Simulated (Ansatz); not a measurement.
`C=C(N)Cl` + `C=C` → `C=CC(=C)N` + HCl at 400 K and 1 bar (formal exchange of groups at a C–Cl bond).

Gas-phase electronic energies from Ansatz, PBE0-D4/def2-TZVP geometries. CCSD(T)/CBS is the MP2 limit (def2-TZVPP, def2-QZVPP) plus CCSD(T) − MP2 in def2-TZVPP, frozen cores. This one scheme is used for every species. One conformer a species, not always the lowest.

```csv
species,CCSD(T)/CBS energy (Eh),H − E (kJ/mol),S (J/(mol·K))
`C=C(N)Cl`,-592.96731,180.8,315.2
`C=C`,-78.48111,149.4,232.7
`C=CC(=C)N`,-211.08675,298.6,338.6
HCl,-460.38127,29.6,195.4
```

H − E and S are ideal-gas, rigid-rotor, harmonic terms from PBE0-D4/def2-TZVP, for one conformer and one mirror image of each species. 1 Eh = 2625.50 kJ/mol, R = 8.31446 J/(mol·K).

**Question.** By hand: ΔE, ΔH, ΔS and ΔG.

**Answer.** ΔE = (-211.08675) + (-460.38127) − (-592.96731) − (-78.48111) = -0.01960 Eh = -51.5 kJ/mol. Δ(H − E) = 298.6 + 29.6 − 180.8 − 149.4 = -2.0, so ΔH = -53.5 kJ/mol. ΔS = 338.6 + 195.4 − 315.2 − 232.7 = -13.9 J/(mol·K). ΔG = -53.5 − 400 × (-13.9)/1000 = -47.9 kJ/mol.

**Question.** By hand: the equilibrium constant, and the temperature at which ΔG would vanish if ΔH and ΔS stayed fixed.

**Answer.** log₁₀ K = −ΔG/(RT ln 10) = 6.3. ΔG = 0 at ΔH/ΔS = 3849 K, far beyond where these terms or the molecules hold.

The number of gas molecules stays the same, so ΔS is small and ΔH decides. A doubt of 5 kJ/mol in ΔE shifts log₁₀ K by 0.7 here. Other conformers and mirror images would add mixing entropy, several J/(mol·K) or more a flexible species. These are equilibria of isolated gas molecules and say nothing of rates. Largest T1 diagnostic: 0.012 (customary marks: 0.02 for closed shells, 0.045 for open ones).
